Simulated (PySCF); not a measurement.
Where does ethylene carbonate take a proton?

System: ethylene carbonate, `O=C1OCCO1` (C3H4O3). Numbering: `[O:1]=[C:2]1[O:3][CH2:4][CH2:5][O:6]1` These are map numbers, not IUPAC locants.

Level of theory: r2SCAN-D3(BJ)/6-311+G** single points in PySCF, grid level 4; every species was optimised with PBE0-D3(BJ)/def2-SVP. Thermal corrections: PBE0-D3(BJ)/def2-SVP frequencies, unscaled, ideal gas at 298.15 K and 1 bar, quasi-RRHO entropy.

| site | product | PA / eV | GB / eV | gas share | above best in diethyl ether / eV |
| --- | --- | --- | --- | --- | --- |
| O1 (carboxyl C=O oxygen) | `[OH+]=C1OCCO1` | 8.41 | 8.11 | > 99.9 % | 0.000 |
| O3 (ester-type oxygen) | `O=C1OCC[OH+]1` | 7.40 | 7.11 | < 0.1 % | 0.851 |

PA is −ΔH and GB is −ΔG of B + H⁺ → BH⁺ in the gas phase. Shares are Boltzmann weights among the listed products; an error of 10 kJ/mol changes a ratio about 56-fold. Sites whose products fell apart, merged with another or lost in a GFN2-xTB screen aren't listed. Values in solvent are IEF-PCM free energies relative to the most favourable product.

Among these, O1 (carboxyl C=O oxygen) wins by 1.01 eV in gas-phase free energy over O3.

In diethyl ether the product from O1 is solvated 1.81 eV more strongly than the parent (electrostatics only).

Measured values (NIST Chemistry WebBook, evaluated or the median of agreeing entries): proton affinity (−ΔH) 814 kJ/mol (computed 811, difference -3); gas-phase basicity (−ΔG) 784 kJ/mol (computed 783, difference -2). These are compared with the most favourable site that keeps the skeleton.

Differences come from unrounded values, so a last digit can differ from that of the printed terms.
